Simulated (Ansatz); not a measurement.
The first iterations of a band of CH₆N₃ (10 atoms, charge 1, multiplicity 1).

The calculation used Ansatz, RKS B3LYP-D4/def2-SVP.

```yaml
movable_images: 3
climbing_image: no
spring: 5.0 eV/Å²
optimiser: quadratic models (default)
start_path: IDPP
force_threshold: 0.03 eV/Å
iteration_limit: 60
end_points: relaxed
```

First end point:

```xyz
10
Properties=species:S:1:pos:R:3
N -1.122 0.515 -0.510
C -0.001 -0.001 0.001
N 0.515 -1.120 -0.515
N 0.606 0.604 1.026
H -1.600 0.077 -1.288
H -1.532 1.364 -0.138
H 1.365 -1.531 -0.145
H 0.074 -1.597 -1.293
H 1.459 0.233 1.430
H 0.236 1.455 1.433
```

Last end point:

```xyz
10
Properties=species:S:1:pos:R:3
N -1.122 0.515 -0.510
C -0.001 -0.001 0.001
N 0.515 -1.120 -0.515
N 0.606 0.604 1.026
H -1.600 0.077 -1.288
H -1.532 1.364 -0.138
H 0.074 -1.597 -1.293
H 1.365 -1.531 -0.146
H 1.459 0.233 1.430
H 0.236 1.455 1.433
```

| iteration | highest image above the first end (eV) | largest band force component (eV/Å) |
| --- | --- | --- |
| 1 | 0.759 | 2.186 |
| 2 | 0.682 | 0.840 |

Does the band converge within its limit, and where does its top end?

The forces met the threshold. It ended after 6 iterations with the highest image 0.655 eV above the first end. No image climbed, so the highest image needn't sit at the top of the path. So few images can step over the top or miss a turn of the path. Limits of this set-up: the dipole of an ion depends on the origin.

Time of the run: 75 s on 1 thread of Intel(R) Xeon(R) Platinum 8259CL CPU @ 2.50GHz (Skylake/Cascade Lake), with other jobs on the host, peak memory 0.19 GiB.
